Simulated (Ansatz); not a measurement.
**PH₄, quartet: the ladder up to full CI**

Geometry: that of the PH4, doublet, kept fixed. The doublet lies 7.9 eV lower here.

```xyz
5

P     0.0456    0.0000    0.0000
H     0.1616    0.0000   -1.5147
H    -0.8626    1.0782    0.0000
H    -0.8626   -1.0782    0.0000
H     0.1616    0.0000    1.5147
```

Basis 6-31G; Ansatz 0.2.0. Correlated methods freeze the noble-gas cores, which leaves 9 electrons in 16 orbitals. R marks a restricted (for open shells ROHF) determinant, U an unrestricted one. Active spaces: valence = (9e, 8o) chosen from the atoms' valence shells.

Full CI is exact within this basis and frozen core; it isn't the basis-set limit. The frozen core follows each run's orbitals, which can shift R against U totals by a few meV.

For open shells CISD and CISDTQ are restricted-active-space CI with the open shells as a complete middle space.

* UHF ⟨S²⟩: 3.796
* ⟨S²⟩ of the determinant under UCCSD: 3.799
* T1 diagnostic (RCCSD): 0.0225
* largest doubles amplitude (RCCSD): 0.191
* T1 diagnostic (UCCSD): 0.0187

| level | E − E(RHF) (eV) |
| --- | --- |
| RMP2 | -1.9290 |
| UMP2 | -1.9048 |
| RCCSD | -2.7651 |
| UCCSD | -2.7593 |
| RCCSD(T) | -2.8193 |
| UCCSD(T) | -2.8140 |

Estimate how far full CI in 6-31G lies from RCCSD(T). The table doesn't fix it; the size of (T) and the diagnostics are the guide.

Full CI in 6-31G lies 2.3 kJ/mol below RCCSD(T), which is 44 % of the (T) step (-5.2 kJ/mol). A doubles amplitude is large, and the rest is a large part of (T).

The other levels:

```csv
level,E − E(full CI) (kJ/mol),share of correlation (%),wall time
BCCD(T),2.7,99.03,1.2 s
RCCSDT,0.2,99.93,–
UCCSDT,0.2,99.92,–
CISDTQ,0.3,99.90,6 s
RCCSDT(Q),0.0,99.99,3.7 s
UCCSDT(Q),0.0,99.99,3.3 s
RCCSDTQ,0.0,100.00,25 s
UCCSDTQ,0.0,100.00,25 s
CASSCF (valence space),108.5,60.45,–
NEVPT2 (valence space),26.5,90.35,1.4 s
NEVPT4(SD) (valence space),3.6,98.67,2 s
MRCISD (valence space),3.8,98.63,–
MRCISD+Q (valence space),1.2,99.56,2.1 s
```

The correlation energy at full CI, counted from RHF, is -2.843 eV. That run took 12 s on 1 thread of Arm Neoverse V1, shared host over 1,121,120 determinants.

Run but not shown, since their state or frozen core can't be matched to the reference's or they repeat it: UHF, CISD.

Times hold each run's SCF and search for its determinant on a shared host, so for small cases they say little of a method's own cost; they ran on 1 thread of Arm Neoverse V1.

The full-CI state has the irrep B1 of C2v, in the program's axes.

Natural occupations of full CI about the gap: 1.979 1.945 1.915 1.067 0.983 0.946 0.082 0.049 0.010 0.005; effectively unpaired electrons, Σ n²(2−n)², 3.06.
